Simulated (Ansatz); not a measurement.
# AlH2O (SMILES [O][AlH2]) at UCCSDT(Q)/STO-3G

What is the energy change on altering one bond length of AlH2O at UCCSDT(Q)/STO-3G? 

Program for the calculation: Ansatz 0.2.0.

51 further runs of the same task are left out: 1 that didn't finish, 50 set aside as unsound or not needed.

### Step 1. Starting point

AlH2O has 4 atoms, charge 0, and is taken as a doublet. SMILES: `[O][AlH2]`. The coordinates come from a PBE0-D4/def2-TZVP relaxation.

Bond lengths: O1–Al2 1.727 Å, Al2–H3 1.578 Å, Al2–H4 1.578 Å. Angles: O1–Al2–H3 115.8°, O1–Al2–H4 115.8°, H3–Al2–H4 128.3°.

### Step 2. The energy at UCCSDT(Q)/STO-3G

Contents of in.yaml:

```yaml
crystal:
  periodic: [false, false, false]
  atoms:
    - {symbol: O, position_ang: [0.062600, -0.856300, 1.401400]}
    - {symbol: Al, position_ang: [0.011300, 0.029900, -0.080400]}
    - {symbol: H, position_ang: [-1.149600, -0.360800, -1.076000]}
    - {symbol: H, position_ang: [1.131100, 1.126800, -0.265300]}
basis:
  gaussian:
    orbitals: STO-3G
magnetization:
  spin_polarized: true
  initial_magnetization: 1
correlation:
  method: ccsdt_q
  frozen_orbitals: {Al: 5, H: 0, O: 1}
accuracy: high
scf:
  omitted_lower_state_checks: [cluster_reference, increment]
```

Started as:

```
$ ansatz run in.yaml --threads 1 --pin off --max-ram 2610MiB --events-out events.jsonl --progress --plain --runs-dir runs
```

The log of the run (excerpt; [...] marks lines left out):

```text
Warning: RAYON_NUM_THREADS=1 ignored (pool sized by the plan → 1); use --threads N
Functional definition: HF
  name "HF"
[...]
267 factors; integrals over basis functions are off by at most 2.5e-8 eV
[...]
mean field -8544.49184184 eV, -314.0042835231 hartree, gradient 3.3e-8 eV, S^2 0.756200; 6 other end points of the search recorded, 0 dependent functions left out
6 core orbitals not correlated: weight in the atoms' cores, before any rotation towards them, 0.999 or more for the frozen orbitals, at most 0.000 for the correlated occupied ones
reference -8544.49184184 eV, -314.0042835231 hartree; 6, 5 occupied and 4, 5 virtual orbitals, 267 factors
second order -1.26889821 eV of doubles, -0.00000000 eV of singles
cycle   1  -1.55042985 eV  change   -2.8e-1 eV  update   7.6e-2
[...]
cycle  31  -1.89825040 eV  change   9.1e-10 eV  update   1.0e-9
perturbative correction -0.00303116 eV, -0.0001113931 hartree
Total energy: -8546.39312340 eV, -314.0741543318 hartree
Checks for a lower state left out: cluster_reference, increment
```

It took 0.68 s on 1 thread of Arm Neoverse V1, shared host.

### Step 3. The distorted shape at the same level

Contents of input.yaml:

```yaml
crystal:
  periodic: [false, false, false]
  atoms:
    - {symbol: O, position_ang: [0.352838, -0.758621, 1.650311]}
    - {symbol: Al, position_ang: [0.301538, 0.127579, 0.168511]}
    - {symbol: H, position_ang: [-1.149600, -0.360800, -1.076000]}
    - {symbol: H, position_ang: [1.421338, 1.224479, -0.016389]}
basis:
  gaussian: {orbitals: STO-3G}
total_charge: 0
magnetization: {spin_polarized: true, initial_magnetization: 1}
correlation: {method: ccsdt_q, frozen_orbitals: {Al: 5, H: 0, O: 1}}
accuracy: high
scf: {omitted_lower_state_checks: [cluster_reference, increment]}
```

Started as:

```
$ ansatz run input.yaml --threads 1 --pin off --max-ram 2610MiB --events-out events.jsonl --progress --plain --runs-dir runs
```

The log of the run (excerpt; [...] marks lines left out):

```text
Warning: RAYON_NUM_THREADS=1 ignored (pool sized by the plan → 1); use --threads N
Functional definition: HF
  name "HF"
[...]
267 factors; integrals over basis functions are off by at most 2.8e-8 eV
[...]
mean field -8542.62947112 eV, -313.9358426613 hartree, gradient 2.0e-8 eV, S^2 0.765224; 8 other end points of the search recorded, 0 dependent functions left out
6 core orbitals not correlated: weight in the atoms' cores, before any rotation towards them, 0.999 or more for the frozen orbitals, at most 0.000 for the correlated occupied ones
reference -8542.62947112 eV, -313.9358426613 hartree; 6, 5 occupied and 4, 5 virtual orbitals, 267 factors
second order -1.49773738 eV of doubles, -0.00000000 eV of singles
cycle   1  -1.87194346 eV  change   -3.7e-1 eV  update   8.9e-2
[...]
cycle  44  -2.34671485 eV  change  -4.4e-10 eV  update  4.9e-10
perturbative correction -0.00391176 eV, -0.0001437547 hartree
Total energy: -8544.98009773 eV, -314.0222265959 hartree
Checks for a lower state left out: cluster_reference, increment
```

Run time: 0.85 s. Hardware: 1 thread of Arm Neoverse V1, shared host.

### Step 4. Results

At UCCSDT(Q)/STO-3G, 6 core orbitals frozen:

```
                                                          quantity          value
                                         first shape: total energy  -314.07415 Eh
          first shape: correlation energy (6 core orbitals frozen)      -69.9 mEh
                    first shape: ⟨S²⟩ of the reference determinant          0.756
                                        first shape: T1 diagnostic          0.021
                                     distorted shape: total energy  -314.02223 Eh
      distorted shape: correlation energy (6 core orbitals frozen)      -86.4 mEh
                distorted shape: ⟨S²⟩ of the reference determinant          0.765
                                    distorted shape: T1 diagnostic          0.025
energy change with the Al2–H3 bond stretched from 1.578 to 1.973 Å       1.413 eV
```

**Reading.** With the Al2–H3 bond stretched from 1.578 to 1.973 Å the energy rises by 1.41 eV (136 kJ/mol). The first shape isn't relaxed at this level, so the change isn't measured from a minimum. The minimal basis adds a large error of its own.
